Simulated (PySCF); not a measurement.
One of the candidates below gave these computed data.

All candidates are C3H5FS.

| technique | computed result |
| --- | --- |
| Triplet | lowest triplet excitation (Tamm–Dancoff): 3.64 eV [TDA CAM-B3LYP/def2-SVPD] |
| Dipole | 1.94 D [CAM-B3LYP/def2-SVPD] |
| 1H NMR | chemical shifts (computed TMS as zero) by class: 6.53 (1 H), 5.44 (1 H), 2.09 (3 H) ppm [GIAO PBE0/pcSseg-1] |
| Polarisability | 61.0 au [CAM-B3LYP/def2-SVPD] |
| 13C NMR | chemical shifts (computed TMS as zero) by class: 152.4 (1 C), 119.6 (1 C), 20.2 (1 C) ppm [GIAO PBE0/pcSseg-1] |
| UV, strongest line | among the 10 lowest singlet transitions: S2 at 5.62 eV (221 nm, f = 0.235) [TDDFT CAM-B3LYP/def2-SVPD] |
| Rotational structure | rotational constants A, B, C: 15.053, 1.685, 1.531 GHz [PBE0-D3(BJ)/def2-SVP] |
| Valence photoelectron | vertical ionisation energy: 8.33 eV [ΔSCF CAM-B3LYP/def2-SVPD] |

Electronic properties: PySCF, gas phase, density fitting. Levels stand in brackets. The structure is a single PBE0-D3(BJ)/def2-SVP conformer in the gas phase; no vibrational or solvent corrections. NMR values are class means; diastereotopic atoms form classes of their own.

Problem. Which candidate is it?
A. `C=C(F)SC`
B. `CS/C=C/F`
C. `C[C@@H]1S[C@@H]1F`

Solution. B. It is `CS/C=C/F`. Numbering: `[CH3:1][S:2]/[CH:3]=[CH:4]/[F:5]`. Its formula, C3H5FS, gives 1 degree of unsaturation: 0 rings and 1 π bond in the structure found. 3 carbons fall into 3 classes; from least to most shielded: vinylic C–F carbon [C4] (152.4 ppm), alkene CH carbon [C3] (119.6 ppm), S-methyl carbon [C1] (20.2 ppm). Hydrogen classes from least to most shielded: 1 H on a vinylic C–F carbon, C4 (6.53 ppm), 1 H on an alkene CH carbon, C3 (5.44 ppm), 3 H on an S-methyl carbon, C1 (2.09 ppm). The first electron is taken from the HOMO, whose largest Löwdin shares are 0.47 on the sulfide sulfur, 0.18 on the vinylic C–F carbon, 0.16 on the alkene CH carbon and 0.08 on the vinyl fluorine. The optimised geometry has point group Cs and is an asymmetric top.

The others, at the same levels:
- `C[C@@H]1S[C@@H]1F` fails: its computed 13C shifts are 88.5 (1 C), 36.5 (1 C), 17.8 (1 C) ppm, 1H shifts are 5.81 (1 H), 2.60 (1 H), 1.53 (3 H) ppm and vertical ionisation energy is 9.39 eV (against 8.33 eV).
- `C=C(F)SC` fails: its computed 13C shifts are 171.7 (1 C), 99.1 (1 C), 17.3 (1 C) ppm, 1H shifts are 5.03 (1 H), 4.87 (1 H), 2.14 (3 H) ppm and vertical ionisation energy is 8.88 eV (against 8.33 eV).

Each candidate is one conformer, not necessarily the lowest. The conformers computed, where there is a choice (atom-mapped SMILES and torsion angles):
- `[CH3:1][S:2]/[CH:3]=[CH:4]/[F:5]`: C1–S2–C3–C4 180°
- `[CH2:1]=[C:2]([F:3])[S:4][CH3:5]`: C1–C2–S4–C5 -142°
